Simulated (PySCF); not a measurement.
Estimate the missing entries of this data sheet.

Species: C₄H₉OS (charge -1).
SMILES with atom numbers: `[CH3:1][O:2][CH2:3][C@H:4]([CH3:5])[S-:6]` (hydrogens: H7, H8, H9 on C1; H10, H11 on C3; H12 on C4; H13, H14, H15 on C5)

Conformer (atom-mapped SMILES and torsion angles): `[CH3:1][O:2][CH2:3][C@H:4]([CH3:5])[S-:6]`: C1–O2–C3–C4 -71°, O2–C3–C4–C5 -152°.

```json
{"property": "point group of the GFN2-xTB geometry", "level": "GFN2-xTB", "value": "C1"}
{"property": "rotational constants A, B, C of the GFN2-xTB geometry", "level": "GFN2-xTB", "value": "?"}
{"property": "HOMO energy", "level": "PBE0/pcSseg-1", "value": "0.23 eV"}
{"property": "LUMO energy", "level": "PBE0/pcSseg-1", "value": "?"}
{"property": "13C chemical shifts (computed TMS as zero) by class", "level": "GIAO PBE0/pcSseg-1", "value": "?"}
{"property": "1H chemical shifts (computed TMS as zero) by class", "level": "GIAO PBE0/pcSseg-1", "value": "4.90 (H7/H8/H9), 3.83 (H10), 3.32 (H12), 3.12 (H11), 0.91 (H13/H14/H15) ppm"}
{"property": "isotropic shieldings of nuclei other than C and H, by class", "level": "GIAO PBE0/pcSseg-1", "value": "304 (O2), 507 (S6) ppm"}
```

Gas-phase values; electronic properties from PySCF, density fitting. Geometry: GFN2-xTB, one conformer, isolated ion. NMR classes are plain means over equivalent atoms (diastereotopic ones count apart unless rotation or inversion swaps them), as if these changed places fast; in this geometry the members of some classes differ. The HOMO energy is positive, so at this level the finite basis confines the outermost electrons. No diffuse functions stand in pcSseg-1, which bears on an anion's orbital energies.

**Question.** What is the LUMO energy?

**Answer.** 5.65 eV.

**Question.** What are the 13C chemical shifts (computed TMS as zero) by class?

**Answer.** 89.9 (C3), 59.9 (C1), 44.9 (C4), 33.3 (C5) ppm.

**Question.** What are the rotational constants A, B, C of the GFN2-xTB geometry?

**Answer.** 3.929, 2.118, 1.472 GHz.

With B = h/(8π²I), that is 505.379 GHz u Å² over I, the principal moments of inertia are 128.6, 238.6 and 343.3 u Å² (most abundant isotopes); the inertial defect Ic − Ia − Ib is -23.9 u Å² (zero for a rigid planar frame, negative otherwise). The rotational constants make it an asymmetric top with κ = (2B − A − C)/(A − C) = -0.47, nearer the prolate limit (−1).
